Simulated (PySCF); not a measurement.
Methyl radical, CH3 (doublet state).
Geometry (PBE0-D3(BJ)/def2-SVP, Å), atoms numbered from 1 in this order:
```xyz
4
CH3 angstrom
C      0.005    0.002   -0.012
H      1.086   -0.140   -0.030
H     -0.659   -0.862    0.013
H     -0.412    1.010   -0.017
```

As a line formula: methyl radical, `[CH3]`.

Computed, not measured: PySCF 2.14.0, UKS B3LYP, IGLO-III on C, pcH-1 on H, non-relativistic, mean-field spin-orbit, GIAO. Isolated species at its PBE0-D3(BJ)/def2-SVP geometry, gas phase.

The largest Mulliken spin population is on C1 (+1.16). The angles at C1 add up to 360.0°, so it is planar; its axial dipolar tensor and the negative couplings of its protons fit spin in a p orbital normal to that plane.

(1) McConnell's relation a(H) = Q·ρ ties the coupling of a proton on a planar π carbon to the spin population of that carbon. What Q do the computed values give?

## Answers

(1) 
```
 H   C    ρ(C)  a(H) (G)  a/ρ (G)
H2  C1  +1.156    -23.48    -20.3
H3  C1  +1.156    -23.48    -20.3
H4  C1  +1.156    -23.48    -20.3
```

These protons share one ρ (within 0.01), so their mean ratio, Q = -20.3 G, is no test of linearity.

Couplings in gauss use g_iso = 2.0026.

On one thread of an x86-64 server, no GPU, shared host, this took 2.2 s of wall time.
